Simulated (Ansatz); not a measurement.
Basis sets compared for the cluster AlO₂H. The state is a singlet with charge 0. Geometry PBE-D4/def2-TZVP. Ansatz on 4 threads of Arm Neoverse V1 on a shared host; times are rough, and most runs start from earlier orbitals.

Cartesian coordinates in Å:
```
Al 0.455 -0.406 -0.021
O 1.749 -1.310 -0.368
O -0.914 0.479 0.427
H -1.290 1.237 -0.038
```

The structure comes from a short search, and lower isomers may exist.

Binding counts from free atoms (Al doublet, O triplet, H doublet) in the same basis, without a counterpoise term.

```
                          level  functions  energy (Eh)  HOMO (eV)  LUMO (eV)  binding per atom (eV)  wall time
                      HF/STO-3G         20    -387.2058      -6.07       9.22                   1.85      0.1 s
                       HF/6-31G         33    -392.1337     -11.06       0.40                   1.50      0.1 s
                   HF/def2-TZVP        105    -392.3214     -10.91       0.48                   2.15     0.25 s
                PBE-D4/def2-SVP         51    -393.0216      -5.88      -2.99                   3.76      0.3 s
               PBE-D4/def2-TZVP        105    -393.3068      -6.14      -3.25                   3.81     0.45 s
            r2SCAN-D4/def2-TZVP        105    -393.4935      -6.36      -2.90                   3.71     0.95 s
               PBE0-D4/def2-SVP         51    -393.0295      -7.25      -2.17                   3.50      0.3 s
PBE0-D4/def2-TZVP (with forces)        105    -393.3128      -7.50      -2.40                   3.58      0.9 s
```

**Question.** Estimate the rows for PBE-D4/def2-TZVPD, r2SCAN-D4/def2-TZVPD, PBE0-D4/def2-TZVPD.

**Answer.** 
```csv
level,functions,energy (Eh),HOMO (eV),LUMO (eV),binding per atom (eV),wall time
PBE-D4/def2-TZVPD,132,-393.3098,-6.22,-3.37,3.82,0.6 s
r2SCAN-D4/def2-TZVPD,132,-393.4956,-6.42,-2.99,3.72,1.2 s
PBE0-D4/def2-TZVPD,132,-393.3154,-7.57,-2.53,3.58,0.7 s
```
